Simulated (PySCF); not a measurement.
**Adding water to hydrogen fluoride, molecule by molecule**

Gas-phase clusters of one hydrogen fluoride with n water, each in one structure from a short search with a few starts, optimised by PBE0-D3(BJ)/def2-SVPD or PBE0-D3(BJ)/def2-TZVPD; other arrangements may lie lower. Binding energies from relaxed separate molecules, wB97M-D3(BJ)/def2-TZVPD, counterpoise-corrected, in kcal/mol (PySCF).

Frequency runs check only 1 of the 3 structures; these show no clear imaginary mode.

How does binding build up with each further water?


| n | binding energy | gain of the last molecule |
| --- | --- | --- |
| 1 | -8.8 | -8.8 |
| 2 | -18.4 | -9.6 |
| 3 | -30.2 | -11.8 |

The energies hold the contacts among the water molecules too.
